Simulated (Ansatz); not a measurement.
A nudged elastic band was laid between two geometries of AlF2H + H2 (6 atoms, charge 0, multiplicity 1).

Computed with RKS BHLYP-D4/def2-mTZVP in Ansatz.

```yaml
movable_images: 7
climbing_image: yes
spring: 5.0 eV/Å²
optimiser: quadratic models (default)
start_path: through a guess of the saddle point
force_threshold: 0.05 eV/Å
iteration_limit: 60
end_points: relaxed
```

First end point:

```xyz
6
Properties=species:S:1:pos:R:3
Al -0.024 0.211 0.122
F 0.025 0.760 1.659
F 1.401 -0.041 -0.636
H -1.366 0.071 -0.634
H 0.261 -2.158 0.697
H -0.050 -1.926 1.327
```

Last end point:

```xyz
6
Properties=species:S:1:pos:R:3
Al -0.215 -0.744 -0.157
F -0.063 -0.202 1.824
F 1.357 -0.145 -0.142
H -1.317 0.224 -0.698
H -0.339 -2.300 -0.067
H 0.826 0.083 1.777
```

Task: What changes between the two ends?

Result: Bonds broken: H5–H6. Bonds formed: Al1–H5, F2–H6. AlF2H + H2 becomes AlF2H3.

Task: What energy profile does the band end with?

Result: The run converged. The highest image is number 3 of 0 to 8, 1.70 eV above the first end and 0.43 eV above the last; the last end lies 1.26 eV above the first. A vibrational analysis at the climbing image gives one clearly imaginary mode, 1033i cm⁻¹: a first-order saddle point. The orbitals stay closed-shell, which can raise the energy where a bond breaks towards radicals; this wasn't checked here.

```csv
image,path coordinate (Å),energy (eV),H5–H6 (Å),Al1–H5 (Å),F2–H6 (Å)
0,0.00,0.00,0.74,2.45,2.71
1,0.49,0.06,0.74,2.23,2.17
2,0.99,0.63,0.79,1.91,1.61
3,1.48,1.70,1.17,1.70,1.08
4,1.97,1.49,1.78,1.60,0.94
5,2.46,1.39,2.43,1.58,0.93
6,2.95,1.38,2.82,1.57,0.93
7,3.44,1.32,3.10,1.57,0.93
8,3.93,1.26,3.23,1.56,0.93
```

Task: What is the geometry of the highest image?

Result: 
```xyz
6
Properties=species:S:1:pos:R:3
Al -0.019 -0.315 -0.071
F 0.070 -0.050 1.778
F 1.436 0.094 -0.701
H -1.355 0.139 -0.715
H 0.032 -1.845 0.668
H 0.084 -1.107 1.577
```

Task: What are the harmonic wavenumbers there?

Result: 1033i, 199, 449, 503, 674, 751, 870, 1205, 1233, 1717, 2098, 2146 cm⁻¹.

Time of the run: 2.7 min on 1 thread of Arm Neoverse V1, on a shared host, peak memory 0.12 GiB.
